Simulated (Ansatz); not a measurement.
Ansatz (a first-principles code) input (SVWN5/6-31G*):

Ansatz 0.2 input:
```yaml
crystal:
  periodic: [false, false, false]
  atoms:
    - {symbol: C, position_ang: [0.00321063, 1.07723153, 0.05140708]}
    - {symbol: C, position_ang: [-0.00311261, -1.04434114, -0.04983750]}
    - {symbol: C, position_ang: [-1.09975982, 0.06552535, -0.00413319]}
    - {symbol: C, position_ang: [1.10012885, 0.05829224, 0.01004195]}
    - {symbol: H, position_ang: [0.00642986, 2.15734776, 0.10295182]}
    - {symbol: H, position_ang: [0.00083048, -1.63620330, -0.96378666]}
    - {symbol: H, position_ang: [-0.01083500, -1.72051080, 0.80359931]}
    - {symbol: H, position_ang: [-1.75911514, 0.02859720, 0.87116926]}
    - {symbol: H, position_ang: [-1.74750663, 0.11249291, -0.88758417]}
    - {symbol: H, position_ang: [1.74789278, 0.01706635, 0.89376693]}
    - {symbol: H, position_ang: [1.75950128, 0.10096206, -0.86498650]}
basis:
  gaussian:
    orbitals: 6-31G*
hamiltonian:
  xc: {name: SVWN5}
magnetization: {spin_polarized: true, initial_magnetization: 1}
output: {forces: true}
```

What final total energy does it give?

-155.05203 Eh.
